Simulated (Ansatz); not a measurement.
**SF2: how energies converge with the basis set**

Aim: see how fast density functionals and correlated methods converge with the basis set for SF2.

Program: Ansatz 0.2.0, Gaussian basis. Level of theory: one geometry, several basis sets. These are calculated values, not measurements.

Levels to be run: PBE0-D4/def2-SVP; ωB97M-V/def2-SVP; PBE0-D4/def2-QZVPP; ωB97M-V/def2-QZVPP; CCSD(T)/cc-pV(D+d)Z; CCSD(T)/cc-pV(T+d)Z; CCSD(T)/cc-pV(Q+d)Z; the functionals' def2-TZVPP values are taken from earlier runs.

### 1 The geometry

An earlier PBE0-D4 in a triple-zeta def2 set relaxation fixed the geometry.

SMILES `FSF`, 3 atoms, charge 0, spin multiplicity 1.

Atoms are counted from 1 here; the program's logs count them from 0.

Bond lengths: F1–S2 1.590 Å, S2–F3 1.590 Å. Angles: F1–S2–F3 98.6°.

### 2 PBE0-D4 in def2-SVP

Input file in.yaml:

```yaml
crystal:
  periodic: [false, false, false]
  atoms:
    - {symbol: F, position_ang: [0.440191, 1.116202, 0.365400]}
    - {symbol: S, position_ang: [-0.602129, 0.126565, -0.315329]}
    - {symbol: F, position_ang: [0.161939, -1.242757, -0.050071]}
basis:
  gaussian: {orbitals: def2-SVP}
hamiltonian: {xc: pbe0, dispersion: d4}
output: {orbitals: {seedname: orbitals}}
```

Command:

```
ansatz run in.yaml --threads 4 --pin off --events-out ev --progress --plain --max-ram 10444MiB
```

After this run come: ωB97M-V in def2-SVP; PBE0-D4 in def2-QZVPP; ωB97M-V in def2-QZVPP; CCSD(T) in cc-pV(D+d)Z; CCSD(T) in cc-pV(T+d)Z; CCSD(T) in cc-pV(Q+d)Z.

**Question.** What will the summary of the whole plan be? Wanted: MP2 correlation recovered, cc-pV(D+d)Z; MP2 correlation recovered, cc-pV(T+d)Z; MP2 correlation recovered, cc-pV(Q+d)Z; CCSD(T) limit from def2 sets; PBE0-D4: double and triple zeta above quadruple; ωB97M-V: double and triple zeta above quadruple.

**Answer**, as computed:

| quantity | value |
| --- | --- |
| MP2 correlation recovered, cc-pV(D+d)Z | 64.2 % |
| MP2 correlation recovered, cc-pV(T+d)Z | 86.1 % |
| MP2 correlation recovered, cc-pV(Q+d)Z | 94.2 % |
| CCSD(T) limit from def2 sets (earlier runs) less the limit of this series | -37 meV |
| PBE0-D4: double and triple zeta above quadruple | 11.79, 0.67 eV |
| ωB97M-V: double and triple zeta above quadruple | 11.88, 0.64 eV |

PBE0-D4 gains 11.12 eV from double to triple zeta, then 0.67 eV more. In cc-pV(D+d)Z MP2 holds 64 % of its limit, in cc-pV(Q+d)Z 94 %, while Hartree-Fock is within 0.196 eV in the largest set. A limit from the def2 sets, made apart, differs by 37 meV, a least measure of the doubt on such a limit. Total energies overstate the basis error of differences, where much of it tends to cancel. The LUMO of ωB97M-V is positive and keeps falling with the basis (1.19 to 0.48 eV): an unbound level that the basis holds in place.
